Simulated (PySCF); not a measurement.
Vibration and rotation of PO

UHF-CCSD(T) constants of PO, ²Π (doublet), unpaired electrons π ↑ (PySCF, no relativity, basis sets P def2-TZVPP, O def2-TZVPP; masses 30.9738 and 15.9949 u):

| Property | Result |
| --- | --- |
| ωe | 1223.8 cm⁻¹ |
| ωexe | 6.44 cm⁻¹ |
| Be | 0.72157 cm⁻¹ |
| αe | 0.00529 cm⁻¹ |
| De to P + O | 5.75 eV |

Q: What force constant and bond length do these constants imply?

A: Reduced mass μred = 10.548 u; k = 5.8918×10⁻⁷·μred·ωe² (u, cm⁻¹, mdyn/Å) = 9.31 mdyn/Å; Re = √(16.8576/(μred·Be)) (u, cm⁻¹, Å) = 1.488 Å.

Q: Estimate the centrifugal constant D from the Kratzer relation and find the Dunham coefficient a1.

A: D = 4Be³/ωe² = 1e-06 cm⁻¹; a1 = −1 − αeωe/(6Be²) = -3.07.

Correlated steps freeze 6 core orbitals. The state was picked by a PBE0 search and need not be the measured ground state.
